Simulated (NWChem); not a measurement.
System: C$_{2}$H$_{4}$ cation, doublet; SMILES of the neutral closed-shell parent C=C

NWChem input:

```
start job
memory heap 200 mb stack 900 mb global 1100 mb
charge 1
geometry units angstroms noautosym nocenter noautoz
  C      0.000000     0.700545     0.000000
  C      0.000000    -0.700545     0.000000
  H      0.911362     1.264661    -0.210395
  H     -0.911362     1.264661     0.210395
  H     -0.911362    -1.264661    -0.210395
  H      0.911362    -1.264661     0.210395
end
basis spherical
  * library def2-svp
end
dft
  odft
  mult 2
  xc m05-2x
  iterations 150
end
cosmo
  dielec 37.5
end
task dft energy
```

Parts of the log:

```
             Northwest Computational Chemistry Package (NWChem) 7.3.0
             --------------------------------------------------------

                             Geometry "geometry" -> ""
                             -------------------------

 Output coordinates in angstroms (scale by  1.889725989 to convert to a.u.)

  No.       Tag          Charge          X              Y              Z
 ---- ---------------- ---------- -------------- -------------- --------------
    1 C                    6.0000     0.00000000     0.70054500     0.00000000
    2 C                    6.0000     0.00000000    -0.70054500     0.00000000
    3 H                    1.0000     0.91136200     1.26466100    -0.21039500
    4 H                    1.0000    -0.91136200     1.26466100     0.21039500
    5 H                    1.0000    -0.91136200    -1.26466100    -0.21039500
    6 H                    1.0000     0.91136200    -1.26466100     0.21039500

 Effective nuclear repulsion energy (a.u.)      32.3774620359

                                 NWChem DFT Module
                                 -----------------

 Summary of "ao basis" -> "ao basis" (spherical)
 ------------------------------------------------------------------------------
       Tag                 Description            Shells   Functions and Types
 ---------------- ------------------------------  ------  ---------------------
 C                          def2-svp                 6       14   3s2p1d
 H                          def2-svp                 3        5   2s1p

 in cosmo_initialize ...

 solvent parameters
 solvname_short: unkn
 solvname_long:  unknown
 dielec:       37.5000

          ---------------
          -cosmo- solvent
          ---------------
 Cosmo: York-Karplus, doi: 10.1021/jp992097l
 dielectric constant -eps-     =  37.50
 screen = (eps-1)/(eps    )    =   0.97333
 surface charge correction     = lagrangian

   van der Waals surface
 --------------------------

 ---------- ATOMIC COORDINATES (A.U.) ------------ VDWR(ANG.) --
     1    0.00000000    1.32383809    0.00000000     2.000
     2    0.00000000   -1.32383809    0.00000000     2.000
     3    1.72222446    2.38986276   -0.39758890     1.300
     4   -1.72222446    2.38986276    0.39758890     1.300
     5   -1.72222446   -2.38986276   -0.39758890     1.300
     6    1.72222446   -2.38986276    0.39758890     1.300
 number of segments per atom =         32
 number of   points per atom =         32
 atom (   nspa,  nppa )
 ----------------------
    1 (     20,     0 )       0
    2 (     20,     0 )       0
    3 (     15,     0 )       0
    4 (     15,     0 )       0
    5 (     15,     0 )       0
    6 (     15,     0 )       0
 number of -cosmo- surface points =      100
 molecular surface =     77.853 angstrom**2
 molecular volume  =     55.228 angstrom**3
 G(cav/disp)       =      1.249 kcal/mol
 -lineq- algorithm             =   0
 -bem- low  level              =   2
 -bem- from -octahedral-
 gaussian surface charge width =   4.50000
 degree of switching           =   1.00000
 switching function tolerance  =   0.00010
 atomic radii =
 --------------
    1  6.000  2.000
    2  6.000  2.000
    3  1.000  1.300
    4  1.000  1.300
    5  1.000  1.300
    6  1.000  1.300
 ...... end of -cosmo- initialization ......

            General Information
            -------------------
          SCF calculation type: DFT
          Wavefunction type:  spin polarized.
          No. of atoms     :     6
          No. of electrons :    15
           Alpha electrons :     8
            Beta electrons :     7
          Charge           :     1
          Spin multiplicity:     2
          Use of symmetry is: off; symmetry adaption is: off
          Maximum number of iterations: 150
          AO basis - number of functions:    48
                     number of shells:    24
          Convergence on energy requested:  1.00D-06
          Convergence on density requested:  1.00D-05
          Convergence on gradient requested:  5.00D-04

              XC Information
              --------------
                       M05-2X Method XC Functional
                     Hartree-Fock (Exact) Exchange  0.560
                M05-2X metaGGA Exchange Functional  0.440
                      M05-2X Correlation Potential  1.000

             Grid Information
             ----------------
          Grid used for XC integration:  medium
          Radial quadrature: Mura-Knowles
          Angular quadrature: Lebedev.
          Tag              B.-S. Rad. Rad. Pts. Rad. Cut. Ang. Pts.
          ---              ---------- --------- --------- ---------
          C                   0.70       49           8.0       434
          H                   0.35       45           9.0       434
          Grid pruning is: on
          Number of quadrature shells:   278
          Spatial weights used:  Erf1

      Superposition of Atomic Density Guess
      -------------------------------------

 Sum of atomic energies:         -77.24673709

 Renormalizing density from      16.00 to     15

      Non-variational initial energy
      ------------------------------

 Total energy =     -74.575232
 1-e energy   =    -155.726852
 2-e energy   =      48.774158
 HOMO         =      -0.692112
 LUMO         =      -0.430376

[...]

                                   COSMO solvation results
                                   -----------------------

                 gas phase energy =       -78.128695987937
                 sol phase energy =       -78.238054248133
 (electrostatic) solvation energy =         0.109358260196 (   68.62 kcal/mol)

                    DFT Final Alpha Molecular Orbital Analysis
                    ------------------------------------------

 Vector    6  Occ=1.000000D+00  E=-5.920777D-01
              MO Center= -2.8D-10,  1.0D-08, -2.7D-10, r^2= 1.7D+00
   Bfn.  Coefficient  Atom+Function         Bfn.  Coefficient  Atom+Function
  ----- ------------  ---------------      ----- ------------  ---------------
     5      0.428663  1 C  py                19     -0.428663  2 C  py
    29      0.167366  3 H  s                 34      0.167366  4 H  s
    39      0.167366  5 H  s                 44      0.167366  6 H  s
     8      0.132196  1 C  py                22     -0.132196  2 C  py
     3      0.052093  1 C  s                 17      0.052093  2 C  s

 Vector    7  Occ=1.000000D+00  E=-5.325508D-01
              MO Center= -2.2D-09,  9.2D-09, -1.5D-09, r^2= 2.0D+00
   Bfn.  Coefficient  Atom+Function         Bfn.  Coefficient  Atom+Function
  ----- ------------  ---------------      ----- ------------  ---------------
     4      0.293696  1 C  px                18     -0.293696  2 C  px
    29      0.234514  3 H  s                 34     -0.234514  4 H  s
    39      0.234514  5 H  s                 44     -0.234514  6 H  s
     6     -0.197961  1 C  pz                20     -0.197961  2 C  pz
     7      0.103909  1 C  px                21     -0.103909  2 C  px

 Vector    8  Occ=1.000000D+00  E=-4.407177D-01
              MO Center=  3.3D-10,  7.0D-09, -2.2D-09, r^2= 1.5D+00
   Bfn.  Coefficient  Atom+Function         Bfn.  Coefficient  Atom+Function
  ----- ------------  ---------------      ----- ------------  ---------------
     6      0.395704  1 C  pz                20      0.395704  2 C  pz
     9      0.236753  1 C  pz                23      0.236753  2 C  pz
     4      0.192092  1 C  px                18     -0.192092  2 C  px
    29      0.098652  3 H  s                 34     -0.098652  4 H  s
    39      0.098652  5 H  s                 44     -0.098652  6 H  s

 Vector    9  Occ=0.000000D+00  E=-8.241003D-02
              MO Center=  8.6D-10, -5.9D-09, -3.5D-09, r^2= 1.9D+00
   Bfn.  Coefficient  Atom+Function         Bfn.  Coefficient  Atom+Function
  ----- ------------  ---------------      ----- ------------  ---------------
     9      0.495842  1 C  pz                23     -0.495842  2 C  pz
     6      0.462445  1 C  pz                20     -0.462445  2 C  pz
     7      0.104945  1 C  px                21      0.104945  2 C  px
     4      0.088564  1 C  px                18      0.088564  2 C  px
    30     -0.059490  3 H  s                 35      0.059490  4 H  s

 Vector   10  Occ=0.000000D+00  E= 1.179782D-01
              MO Center=  3.6D-08, -1.0D-07,  2.4D-09, r^2= 5.6D+00
   Bfn.  Coefficient  Atom+Function         Bfn.  Coefficient  Atom+Function
  ----- ------------  ---------------      ----- ------------  ---------------
     3      1.325646  1 C  s                 17      1.325646  2 C  s
    30     -0.993835  3 H  s                 35     -0.993835  4 H  s
    40     -0.993835  5 H  s                 45     -0.993835  6 H  s
     8      0.497261  1 C  py                22     -0.497261  2 C  py
     2      0.247536  1 C  s                 16      0.247536  2 C  s

 Vector   11  Occ=0.000000D+00  E= 1.382857D-01
              MO Center= -3.8D-08, -1.0D-08,  2.3D-08, r^2= 5.4D+00
   Bfn.  Coefficient  Atom+Function         Bfn.  Coefficient  Atom+Function
  ----- ------------  ---------------      ----- ------------  ---------------
    30      1.021015  3 H  s                 35     -1.021015  4 H  s
    40     -1.021015  5 H  s                 45      1.021015  6 H  s
     7     -0.648219  1 C  px                21     -0.648219  2 C  px
     9      0.289906  1 C  pz                23     -0.289906  2 C  pz
     4     -0.258564  1 C  px                18     -0.258564  2 C  px

                     DFT Final Beta Molecular Orbital Analysis
                     -----------------------------------------

 Vector    5  Occ=1.000000D+00  E=-6.199632D-01
              MO Center= -3.1D-09, -1.2D-08, -7.4D-10, r^2= 1.8D+00
   Bfn.  Coefficient  Atom+Function         Bfn.  Coefficient  Atom+Function
  ----- ------------  ---------------      ----- ------------  ---------------
     4      0.337054  1 C  px                18      0.337054  2 C  px
    29      0.200190  3 H  s                 34     -0.200190  4 H  s
    39     -0.200190  5 H  s                 44      0.200190  6 H  s
     7      0.137315  1 C  px                21      0.137315  2 C  px
     6     -0.061482  1 C  pz                20      0.061482  2 C  pz

 Vector    6  Occ=1.000000D+00  E=-5.833384D-01
              MO Center=  8.4D-10,  1.2D-08,  1.4D-10, r^2= 1.7D+00
   Bfn.  Coefficient  Atom+Function         Bfn.  Coefficient  Atom+Function
  ----- ------------  ---------------      ----- ------------  ---------------
     5      0.426226  1 C  py                19     -0.426226  2 C  py
    29      0.168059  3 H  s                 34      0.168059  4 H  s
    39      0.168059  5 H  s                 44      0.168059  6 H  s
     8      0.132462  1 C  py                22     -0.132462  2 C  py
     3      0.051673  1 C  s                 17      0.051673  2 C  s

 Vector    7  Occ=1.000000D+00  E=-5.260055D-01
              MO Center= -4.1D-09,  1.2D-08, -1.2D-09, r^2= 2.1D+00
   Bfn.  Coefficient  Atom+Function         Bfn.  Coefficient  Atom+Function
  ----- ------------  ---------------      ----- ------------  ---------------
     4      0.303669  1 C  px                18     -0.303669  2 C  px
    29      0.245869  3 H  s                 34     -0.245869  4 H  s
    39      0.245869  5 H  s                 44     -0.245869  6 H  s
     6     -0.154836  1 C  pz                20     -0.154836  2 C  pz
     7      0.102857  1 C  px                21     -0.102857  2 C  px

 Vector    8  Occ=0.000000D+00  E=-2.012968D-01
              MO Center=  1.7D-09, -1.5D-08,  3.3D-10, r^2= 1.7D+00
   Bfn.  Coefficient  Atom+Function         Bfn.  Coefficient  Atom+Function
  ----- ------------  ---------------      ----- ------------  ---------------
     6      0.342035  1 C  pz                20      0.342035  2 C  pz
     9      0.307294  1 C  pz                23      0.307294  2 C  pz
     4      0.137239  1 C  px                18     -0.137239  2 C  px
     7      0.100231  1 C  px                21     -0.100231  2 C  px
    29      0.078643  3 H  s                 34     -0.078643  4 H  s

 Vector    9  Occ=0.000000D+00  E=-2.344732D-02
              MO Center=  1.2D-12,  1.5D-08,  2.4D-09, r^2= 2.1D+00
   Bfn.  Coefficient  Atom+Function         Bfn.  Coefficient  Atom+Function
  ----- ------------  ---------------      ----- ------------  ---------------
     9      0.578158  1 C  pz                23     -0.578158  2 C  pz
     6      0.394635  1 C  pz                20     -0.394635  2 C  pz
     7      0.151925  1 C  px                21      0.151925  2 C  px
     4      0.089771  1 C  px                18      0.089771  2 C  px
    30     -0.071998  3 H  s                 35      0.071998  4 H  s

 Vector   10  Occ=0.000000D+00  E= 1.189188D-01
              MO Center=  2.7D-08, -6.2D-08, -3.0D-10, r^2= 5.5D+00
   Bfn.  Coefficient  Atom+Function         Bfn.  Coefficient  Atom+Function
  ----- ------------  ---------------      ----- ------------  ---------------
     3      1.296792  1 C  s                 17      1.296792  2 C  s
    30     -0.987214  3 H  s                 35     -0.987213  4 H  s
    40     -0.987214  5 H  s                 45     -0.987214  6 H  s
     8      0.504090  1 C  py                22     -0.504090  2 C  py
     2      0.271835  1 C  s                 16      0.271835  2 C  s

   alpha - beta orbital overlaps
   -----------------------------

   alpha      1      2      3      4      5      6      7      8      9     10
    beta      1      2      3      4      5      6      7      8      9     10
 overlap   1.000  1.000  1.000  1.000  0.999  1.000  0.996  0.990  0.994  1.000

   alpha     11     12     13     14     15     16     17     18     19     20
    beta     11     12     13     14     15     16     17     18     19     20
 overlap   1.000  0.999  1.000  0.997  0.996  0.998  0.996  0.993  0.988  0.995

   alpha     21     22     23     24     25     26     27     28     29     30
    beta     22     21     23     24     25     26     27     28     29     30
 overlap   0.999  0.990  0.999  0.999  0.996  0.999  1.000  1.000  0.998  1.000

   alpha     31     32     33     34     35     36     37     38     39     40
    beta     31     32     33     34     36     35     37     38     39     40
 overlap   0.999  0.998  0.994  0.999  0.998  0.995  0.999  0.998  0.998  1.000

   alpha     41     42     43     44     45     46     47     48
    beta     41     42     43     44     45     46     47     48
 overlap   1.000  1.000  1.000  0.997  1.000  1.000  0.998  1.000

     --------------------------
     Expectation value of S2:
     --------------------------
      <S2> =      0.7542 (Exact =     0.7500)

     Multipole analysis of the density
     ---------------------------------

[...]
```

Level: M05-2X/def2-SVP, spin-unrestricted, COSMO on the gas-phase geometry. In the optimisation the excess spin sits in b1 (D2, its own frame). Coordinates come from a B3LYP/6-31G* (spherical d), spin-unrestricted optimisation. This spin state was assumed; another may lie lower. No stability test was run on the SCF state. COSMO prints the solvation energy as gas minus solution, so a positive value is a stabilisation.
